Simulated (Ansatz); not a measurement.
Results of PBE (Ansatz, a first-principles code, PAW) for bcc K.

Settings: plane-wave cutoff 520 eV, 16×16×16 k mesh, Fermi–Dirac smearing 0.05 eV, scalar-relativistic PAW data made under PBE.

Pressure at four volumes; x = ln(V/73.748 Å³). One pressure is withheld.

| V (Å³/atom) | x | P (GPa) |
|---|---|---|
| 69.323 | -0.0619 | 0.249 |
| 73.748 | 0.0000 | 0.000 |
| 76.698 | 0.0392 | -0.130 |
| 78.173 | 0.0583 | ? |

**Question.** Pass a parabola P(x) through the three rows shown, estimate the bulk modulus and its pressure derivative near zero pressure, and predict the withheld pressure.

**Answer.** Slopes between the rows: (0.000 − (0.249))/(0.0000 − (-0.0619)) = -4.02 and (-0.130 − (0.000))/(0.0392 − (0.0000)) = -3.32 GPa. Their difference over the span 0.1011 is c = 0.70/0.1011 = 6.9 GPa, so P(x) = 0.249 + (-4.02)(x − (-0.0619)) + 6.9 (x − (-0.0619))(x − (0.0000)). At the middle row B = −dP/dx = −[-4.02 + 6.9 × 0.0619] = 3.6 GPa, and B′ = dB/dP = 2c/B = 3.8. At x = 0.0583 the parabola gives -0.186 GPa; the run gives -0.187 GPa. The Birch–Murnaghan fit to the energies at all volumes has B0 = 3.6 GPa and B′ = 3.8.

Measured, for comparison: bulk modulus 3.8 GPa (corrected for temperature and zero-point phonon effects; as tabulated in Levämäki et al. (2014), arXiv:1402.3671). Computed less measured: bulk modulus -5 %.
